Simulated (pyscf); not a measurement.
**Hydrogen abstraction: H₃Si–NH–SiH₃ + amino radical (NH₂•) → •H₂Si–NH–SiH₃ + ammonia (NH₃)**

Gas phase, doublet surface, charge 0. Bonds broken: Si1–H4. Bonds formed: H4–N11. PySCF, gas phase, ωB97X-D3(BJ)/def2-SVP geometries.

Transition state (Å):

```xyz
13

Si    -0.0154    -0.4052     1.0361
N      0.8628     0.0329    -0.4042
Si     0.2161     0.6144    -1.9130
H     -0.0948     0.8110     2.0727
H      0.6304    -1.5805     1.6956
H     -1.4106    -0.7351     0.6244
H      1.8767     0.0442    -0.3170
H      0.8807    -0.0548    -3.0700
H      0.3938     2.0894    -2.0908
H     -1.2424     0.3119    -1.9150
N     -0.3695     2.2423     2.4485
H     -1.3419     2.2583     2.1024
H      0.1522     2.6437     1.6535
```

One imaginary mode, 950i cm⁻¹; descent along it reached the two sides named.

```json
[
 {"bond": "Si1–H4", "change": "breaks", "reactant side (Å)": "1.497", "saddle": "1.600", "product side": "3.0"},
 {"bond": "H4–N11", "change": "forms", "reactant side (Å)": "3.4", "saddle": "1.505", "product side": "1.020"}
]
```

Electronic energies relative to the separated reactants (kcal/mol):

```json
[
 {"level": "ωB97X-D3(BJ)/def2-TZVP", "barrier": "3.8", "reaction energy": "-17.8", "reverse barrier": "21.6"},
 {"level": "PBE/def2-TZVP", "barrier": "-4.1", "reaction energy": "-23.8", "reverse barrier": "19.7"},
 {"level": "r²SCAN/def2-TZVP", "barrier": "0.4", "reaction energy": "-19.4", "reverse barrier": "19.8"},
 {"level": "B3LYP-D3(BJ)/def2-TZVP", "barrier": "1.1", "reaction energy": "-18.9", "reverse barrier": "19.9"},
 {"level": "PBE0-D3(BJ)/def2-TZVP", "barrier": "0.4", "reaction energy": "-20.7", "reverse barrier": "21.1"},
 {"level": "M06-2X/def2-TZVP", "barrier": "4.1", "reaction energy": "-21.0", "reverse barrier": "25.1"},
 {"level": "ωB97M-D3(BJ)/def2-TZVP", "barrier": "4.4", "reaction energy": "-18.2", "reverse barrier": "22.5"},
 {"level": "HF/def2-TZVP", "barrier": "21.1", "reaction energy": "-5.8", "reverse barrier": "27.0"}
]
```

With ωB97M-D3(BJ)/def2-TZVP energies and thermal terms (ideal gas, 1 atm, RRHO with modes under 100 cm⁻¹ raised to 100, one conformer, R ln 2 for chiral ones without a mode under 150 cm⁻¹), in kcal/mol:

```tsv
T (K)	ΔH‡	ΔG‡	ΔH	ΔG
298	4.3	13.8	-14.8	-14.8
600	4.7	23.3	-15.0	-14.8
900	5.4	32.4	-15.4	-14.6
1200	6.1	41.3	-15.7	-14.3
```

At PBE this geometry lies under the reactants; that is no barrier but a single point on another level's saddle; such a level's own saddle, if it has one, lies nearer that side and is low. This is the saddle that the search found; another between the same sides may lie lower. The angle at the transferred H is 153°.
